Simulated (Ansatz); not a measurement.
System: C$_{3}$H$_{2}$N, charge 0, multiplicity 2. SMILES: C=[C]C#N
Geometry from a B3LYP-D3(BJ)/def2-TZVP (Ansatz, a quantum-chemistry and plane-wave program) optimisation:
```xyz
6

C     -0.1282    -1.7986    -0.0228
C      0.1404    -0.5266    -0.0139
C      0.0407     0.8046     0.0109
H     -1.1530    -2.1666     0.0132
H      0.6558    -2.5497    -0.0664
N      0.0257     1.9771     0.0297
```
Charge 0, spin multiplicity 2.

Quantity: enthalpy of formation at 298 K, in kcal/mol. Terms: spin-orbit terms left out; open shells spin-unrestricted; no dispersion term unless named; non-relativistic; 6-311+G** with 5d; 6-31G* and kin with 6d, 5d where marked; LANL2DZ all-electron up to Ne. First-principles rows: single points at B3LYP-D3(BJ) geometries (Ansatz), with unscaled harmonic terms from B3LYP/6-31G* at its own minima, enthalpies of formation by atomisation with measured atoms.

```json
[
 {"level": "B3LYP/STO-3G", "program": "Ansatz", "enthalpy of formation at 298 K (kcal/mol)": "57.9"},
 {"level": "B3LYP/3-21G", "program": "Ansatz", "enthalpy of formation at 298 K (kcal/mol)": "116.9"},
 {"level": "B3LYP/LANL2DZ", "program": "Ansatz", "enthalpy of formation at 298 K (kcal/mol)": "140.7"},
 {"level": "B3LYP/6-31G", "program": "Ansatz", "enthalpy of formation at 298 K (kcal/mol)": "122.7"},
 {"level": "B3LYP/6-31G*", "program": "Ansatz", "enthalpy of formation at 298 K (kcal/mol)": "98.7"},
 {"level": "B3LYP/6-31+G*", "program": "Ansatz", "enthalpy of formation at 298 K (kcal/mol)": "105.1"},
 {"level": "B3LYP/6-31G**", "program": "Ansatz", "enthalpy of formation at 298 K (kcal/mol)": "96.7"},
 {"level": "B3LYP/def2-SVP", "program": "Ansatz", "enthalpy of formation at 298 K (kcal/mol)": "89.4"},
 {"level": "B3LYP/cc-pVDZ", "program": "Ansatz", "enthalpy of formation at 298 K (kcal/mol)": "106.9"},
 {"level": "B3LYP/6-311+G**", "program": "Ansatz", "enthalpy of formation at 298 K (kcal/mol)": "100.7"},
 {"level": "B3LYP/def2-TZVPD", "program": "Ansatz", "enthalpy of formation at 298 K (kcal/mol)": "94.8"}
]
```

No value to compare with is used here. The 10 habitual levels span 57.9 (B3LYP/STO-3G) to 140.7 kcal/mol (B3LYP/LANL2DZ); B3LYP/def2-TZVPD gives 94.8.

The sets are all those run for this method; runs whose electronic state is in doubt are left out.
